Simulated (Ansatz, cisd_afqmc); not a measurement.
System: CH$_{4}$O, charge 0, singlet. CH4O (methanol, SMILES CO).
NHTBH set geometry:
```xyz
6

C     -0.0464     0.6631     0.0000
O     -0.0464    -0.7551     0.0000
H     -1.0870     0.9759     0.0000
H      0.8606    -1.0570     0.0000
H      0.4381     1.0716     0.8895
H      0.4381     1.0716    -0.8895
```

Total energies in aug-cc-pVDZ, 14 correlated electrons, 2 frozen orbitals. Radicals and triplets start from unrestricted determinants; spin-orbit coupling is neglected. Cores are frozen in correlated methods. No relativity. AFQMC is phaseless with a CISD trial state; ± is one standard error, without the phaseless bias. Outlying blocks are dropped, and bars are widened where a walk drifts. Over all cases where full CI ran beside it in this data, AFQMC minus full CI had a median of +0.1 mEh and passed +0.4 mEh in a tenth of the cases.

```csv
method,program,energy (Eh),minus CCSDT(Q) (mEh)
HF,Ansatz,-115.06179,394.56
MP2,Ansatz,-115.42144,34.92
CCSD,Ansatz,-115.44475,11.60
CCSD(T),Ansatz,-115.45514,1.21
CCSDT(Q),Ansatz,-115.45636,0.00
AFQMC/CISD,cisd_afqmc,-115.4560 ± 0.0004,0.4 ± 0.4
```

Rough core times of Ansatz's runs on a shared machine: CCSD(T) under 20 s, CCSDT(Q) 3 min.

Ansatz is a first-principles code.
